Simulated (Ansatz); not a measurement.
# A basis-limit estimate, worked out

An elementary step of CH4ClO (charge -1), closed shell ([CH₃Cl ([CH3][Cl]) + OH]⁻ → [CH₄O ([CH3][OH]) + Cl]⁻; bonds formed: C2–O3; bonds broken: Cl1–C2). “Start” is the structure reached by relaxing down from the saddle towards the reactants; PBE0-D4/def2-TZVPD structures. The saddle:

Cl1  (-2.301, -0.613, 0.814)
C2  (-0.435, -0.188, 0.199)
O3  (1.732, 0.214, -0.448)
H4  (-0.563, -0.182, -0.868)
H5  (-0.268, 0.762, 0.674)
H6  (0.122, -1.016, 0.600)
H7  (1.714, 1.022, -0.971)
(Å)

Ansatz 0.2.0; basis: def2-TZVPPD and def2-QZVPPD; cores frozen in the correlated methods.

Energies in eV:

| quantity | saddle | start |
| --- | --- | --- |
| Hartree–Fock, triple zeta (X = 3) | -15634.91494 | -15635.05242 |
| Hartree–Fock, quadruple zeta (X = 4) | -15635.37327 | -15635.51326 |
| MP2 correlation, X = 3 | -17.99893 | -17.98612 |
| MP2 correlation, X = 4 | -19.35371 | -19.33920 |
| CCSD(T) correlation, X = 3 | -19.55199 | -19.49685 |

(1) Work out the barrier at the basis limit: extrapolate Hartree–Fock as E(X) = E∞ + A exp(−7.88 √X) and the MP2 correlation as E(X) = E∞ + B X^−2.97 (the exponents that Neese and Valeev fitted for def2-TZVPP and QZVPP, reused here for the diffuse sets), then add CCSD(T) − MP2 in triple zeta.

No T1 diagnostic of these runs exceeds 0.019.

## Answers

(1) Each step is linear, so take the differences first (saddle − start): Hartree–Fock 0.13748 (X = 3) and 0.13999 (X = 4); MP2 correlation -0.01281 and -0.01451; CCSD(T) correlation -0.05514.
Two points give E∞ = E(4) + w [E(4) − E(3)], with w = 1/(exp(7.88 (2 − √3)) − 1) = 0.1377 for Hartree–Fock and w = 1/((4/3)^2.97 − 1) = 0.7407 for the correlation.
Hartree–Fock: 0.13999 + 0.1377 × 0.00251 = 0.1403 eV.
MP2 correlation: -0.01451 + 0.7407 × (-0.00170) = -0.0158 eV.
CCSD(T) − MP2: -0.05514 − (-0.01281) = -0.0423 eV.
Sum: 0.1403 + (-0.0158) + (-0.0423) = 0.0822 eV, or 1.90 kcal/mol. Plain CCSD(T) in triple zeta gives 0.0823 eV, so the larger basis shifts the result by -0.0001 eV.

Labels in which every atom is bracketed show which atoms are joined, not bond orders.

For scale, one of the runs: CCSD(T)/def2-TZVPPD, 196 basis functions, launched by `ansatz run in.yaml --threads 2 --pin off --events-out ev --progress --plain --max-ram 4352MiB`. Time: 62 s of wall clock on 2 CPU threads of an Arm Neoverse V2; the host was shared. Peak host memory: 2.3 GiB.
